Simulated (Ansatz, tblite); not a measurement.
Ladder of methods for the lattice constant a of litharge PbO

Reference value: 3.975 Å (measured, room temperature, not corrected to a static lattice, sources range from 3.964 to 3.975; as tabulated in Canepa et al. (2012), arXiv:1204.2842).

```csv
level (code),value (Å),difference (%)
GFN2-xTB (tblite),4.124,+3.75
LDA (Ansatz),3.944,-0.78
PBE (Ansatz),4.056,+2.04
r²SCAN (Ansatz),3.987,+0.30
PBE0 (Ansatz),3.979,+0.10
```

The reference is not for a static lattice or low temperature, so close values are not ranked against it. Off by more than 1.25 % (a bound picked here): GFN2-xTB (+3.75 %), PBE (+2.04 %).

The measured value isn't corrected to a static lattice, so vibrations enter the comparison. A static lattice is as a rule a little smaller than the measured one.  Density-functional levels without +SOC have no spin–orbit coupling. GFN2-xTB: the cell moved over 20 % in volume from its start. GFN2-xTB: the method was fitted mainly to molecules. GFN2-xTB: the run uses a supercell at the zone centre in place of a k mesh. LDA, PBE, r²SCAN, PBE0: the cell comes from a level without a dispersion term, which matters for the spacing of layers, chains or molecules. Cutoffs and k meshes differ between the levels. Ansatz's density-functional and Hartree–Fock values are scalar-relativistic unless marked +SOC, with PAW data made under PBE.

Differences are worked out from the printed values.

Ansatz is a program for electronic structure.
